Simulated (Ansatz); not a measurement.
Reactions of `C#CC(O)S`.

Isolated molecules relaxed with PBE0-D4/def2-TZVP in Ansatz; ΔE leaves out vibrations. CBS: MP2 limit from def2 TZ/QZ plus the TZ coupled-cluster correction, frozen cores. This one scheme is used for every species, atoms too. Functionals use def2-TZVPP. Open shells (•) are unrestricted, without spin–orbit coupling. Spin–orbit coupling would lower the free atoms: a little for C, O, S. Each species was taken in one conformer, which may not be the lowest.

| reaction | ωB97M-V (kJ/mol) | MP2/CBS(def2) (kJ/mol) | r2SCAN-D4 (kJ/mol) | CCSD(T)/CBS(def2) (kJ/mol) |
| --- | --- | --- | --- | --- |
| `C#CC(O)S` + `CC=N` → `C#C/N=C\C` + `OCS` | 21 | 22 | 9 | 23 |
| `C#CC(O)S` + CH₃OH → `COC(O)S` + `C#C` | 9 | 19 | 13 | 12 |
| `C#CC(O)S` → `C#CSCO` | 1 | -2 | -5 | 1 |
| `C#CC(O)S` → 3 C• + 4 H• + O• + S• | 3599 | 3690 | 3596 | 3582 |

Largest T1 diagnostic: 0.014, for `C#C/N=C\C`.
